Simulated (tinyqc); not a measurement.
Worked calculation: LCCD on RHF in the sto-6g basis, frozen core, for CH3-, spin multiplicity 1. The basis has no diffuse functions, so it cannot describe the extra electron: this is an exercise in the method, not the real anion. One step of it, computed by the program tinyqc.

Problem. Iteration 1: diagonalisation and new density. Diagonalise F' = X^T F X, C = X C', fill 5 alpha and 5 beta electrons from the bottom; D = 2 C_occ C_occ^T. Each column has its largest component positive (the first on a tie).

Fock matrix F (hartree), lower triangle:
```
            1C 1s      1C 2s     1C 2px     1C 2py    1C 2pz      2H 1s      3H 1s     4H 1s
1C 1s   -9.919769
1C 2s   -2.609647  -0.649864
1C 2px   0.000016   0.000115   0.455921
1C 2py   0.000000   0.000000   0.000000   0.455913
1C 2pz   0.002328   0.010385  -0.000005   0.000000  0.518955
2H 1s   -0.553995  -0.359327  -0.166869   0.000000  0.007418   0.077001
3H 1s   -0.554618  -0.359545   0.083469  -0.144493  0.007423  -0.114727   0.076800
4H 1s   -0.554618  -0.359545   0.083469   0.144493  0.007423  -0.114727  -0.114869  0.076800
```

X, lower triangle:
```
            1C 1s      1C 2s     1C 2px     1C 2py    1C 2pz      2H 1s      3H 1s     4H 1s
1C 1s    1.026363
1C 2s   -0.154368   1.321513
1C 2px   0.000012  -0.000190   1.150275
1C 2py   0.000000   0.000000   0.000000   1.150316
1C 2pz   0.000955  -0.010205   0.000007   0.000000  1.000349
2H 1s    0.021580  -0.282908  -0.295993   0.000000  0.009710   1.199863
3H 1s    0.021588  -0.283210   0.148170  -0.256500  0.009723  -0.024980   1.200158
4H 1s    0.021588  -0.283210   0.148170   0.256500  0.009723  -0.024980  -0.024980  1.200158
```

Give: F' = X^T F X; orbital energies; coefficients C; D after iteration 1.

Solution.

F' = X^T F X (hartree), lower triangle:
```
         1        2        3        4       5        6        7       8
1  -9.7050
2  -1.4838   0.3182
3   0.0000  -0.0002   0.7990
4   0.0000   0.0000   0.0000   0.7990
5   0.0039  -0.0082   0.0000   0.0000  0.5197
6  -0.0696  -0.3866  -0.4818   0.0000  0.0144   0.4672
7  -0.0698  -0.3869   0.2411  -0.4174  0.0144  -0.0618   0.4675
8  -0.0698  -0.3869   0.2411   0.4174  0.0144  -0.0618  -0.0618  0.4675
```

orbital energies (hartree): MO1 -9.9246, MO2 -0.2116, MO3 0.0586, MO4 0.0587, MO5 0.5190, MO6 1.0939, MO7 1.2695, MO8 1.2697

coefficients C:
```
            MO1      MO2      MO3      MO4      MO5      MO6      MO7      MO8
1C 1s    0.9938  -0.1849   0.0000   0.0000  -0.0116  -0.2382   0.0005   0.0000
1C 2s    0.0282   0.4999   0.0002   0.0000   0.0516   1.3257  -0.0031   0.0000
1C 2px   0.0000  -0.0001   0.4334   0.0000   0.0000   0.0021   1.1255   0.0000
1C 2py   0.0000   0.0000   0.0000   0.4335   0.0000   0.0000   0.0000   1.1256
1C 2pz  -0.0005  -0.0120   0.0000   0.0000   0.9988  -0.0585   0.0001   0.0000
2H 1s   -0.0056   0.3162   0.5976   0.0000  -0.0104  -0.6508  -0.8535   0.0000
3H 1s   -0.0056   0.3164  -0.2986   0.5175  -0.0104  -0.6484   0.4290  -0.7406
4H 1s   -0.0056   0.3164  -0.2986  -0.5175  -0.0104  -0.6484   0.4290   0.7406
```

D after iteration 1, lower triangle:
```
          1C 1s   1C 2s   1C 2px   1C 2py   1C 2pz    2H 1s    3H 1s   4H 1s
1C 1s    2.0438
1C 2s   -0.1300  0.5066
1C 2px   0.0000  0.0001   0.3757
1C 2py   0.0000  0.0000   0.0000   0.3758
1C 2pz  -0.0196  0.0910   0.0000   0.0000   1.9953
2H 1s   -0.1278  0.3150   0.5180   0.0000  -0.0284   0.9145
3H 1s   -0.1279  0.3148  -0.2589   0.4486  -0.0284  -0.1566   0.9144
4H 1s   -0.1279  0.3148  -0.2589  -0.4486  -0.0284  -0.1566  -0.1567  0.9144
```
